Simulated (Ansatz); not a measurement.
Structure relaxation of VGa₂

Theory: DFT PBE, scalar-relativistic, plane waves, PAW (Ansatz). Cutoff 420 eV, Γ-centred k mesh, Gaussian smearing, no spin polarisation in the final step.

VGa₂ was placed on the Cu2Sb structure type (P4/nmm, No. 129), with V in place of Sb, Ga in place of Cu, at a guessed volume.

```xyz
6
Lattice="3.8767 0.0000 0.0000 0.0000 3.8767 0.0000 0.0000 0.0000 5.9151" Properties=species:S:1:pos:R:3 pbc="T T T"
V     0.0000    1.9384    4.1406
V     1.9384    0.0000    1.7745
Ga    0.0000    0.0000    0.0000
Ga    1.9384    1.9384    0.0000
Ga    0.0000    1.9384    1.5971
Ga    1.9384    0.0000    4.3180
```

Cell and atoms relax at zero pressure; the relaxation can't lower the symmetry of the start. After a coarse first stage the cell is made exact in the group found at 0.06 Å.

The zero of energy is the elements' standard structures at the same level; no fitted shifts are applied.

Question: Describe the relaxed structure.

Answer: It keeps P4/nmm (No. 129). The result has the Cu2Sb structure. Conventional cell: a = 3.671 Å, c = 6.845 Å. V has 5 Ga at 2.53–2.60 Å and 4 Ga at 2.78 Å; Ga on Wyckoff site a (2 atoms of the primitive cell) has 4 Ga at 2.60 Å, 4 V at 2.78 Å and 4 Ga at 2.88 Å; Ga on Wyckoff site c (2 atoms of the primitive cell) is coordinated by 5 V at 2.53–2.60 Å and 4 Ga at 2.88 Å.

Space group P4/nmm:1 (No. 129). a = 3.671 Å, b = 3.671 Å, c = 6.845 Å, α = 90.00°, β = 90.00°, γ = 90.00°
| atom | site | symmetry | x | y | z |
| --- | --- | --- | --- | --- | --- |
| V | 2c | 4mm | 0.0000 | 0.5000 | 0.6942 |
| Ga | 2a | -4m2 | 0.0000 | 0.0000 | 0.0000 |
| Ga | 2c | 4mm | 0.0000 | 0.5000 | 0.3249 |

Question: What are its volume, energy, density and gap?

Answer: The volume per atom is 15.38 Å³. The density is 6.85 g/cm³, the energy over the elements is 0.02 eV/atom and the gap on the 10×10×6 mesh is 0 eV (a metal).

The final run used a 10×10×6 mesh on its 6-atom cell and 0.10 eV smearing. For metals, differences of a few meV/atom aren't resolved. Symmetry constrained the relaxation, so the result can be a saddle point.

Cost: 4 runs of about 4.9 core-minutes in all, on Intel Xeon Platinum 8488C (Sapphire Rapids) (shared hosts).